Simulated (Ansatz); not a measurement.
The reference is ZrSe₂ in the CdI2 type structure (space group P-3m1, No. 164; layered, stacked along the Cartesian z axis).

```
ZrSe2
1.0
    3.66191     0.00000     0.00000
   -1.83095     3.17131     0.00000
    0.00000     0.00000     5.84167
Zr Se
1 2
Direct
  0.00000   0.00000   0.00000
  0.33333   0.66667   0.27503
  0.66667   0.33333   0.72497
```

Computed with plane-wave PAW DFT at the PBEsol-D3(BJ) level (Ansatz, a program for electronic structure, 420 eV), no spin-orbit coupling.

```
level          lattice parameter a  lattice parameter c
-------------  -------------------  -------------------
PBEsol-D3(BJ)              3.662 Å              5.842 Å
```

Measured: lattice parameter a 3.77 Å (temperature not stated; as listed in Torbjörn Björkman, The Journal of Chemical Physics (2014)); lattice parameter c 6.122 Å (temperature not stated; corrected from measurement; as listed in Torbjörn Björkman, The Journal of Chemical Physics (2014)).

Computed minus measured — lattice parameter a: PBEsol-D3(BJ) -2.9 %; lattice parameter c: PBEsol-D3(BJ) -4.6 %. Measured values not marked as corrected hold thermal and zero-point effects that the static-lattice runs lack.

Stability against distortions was not tested. All final runs are without spin polarisation.
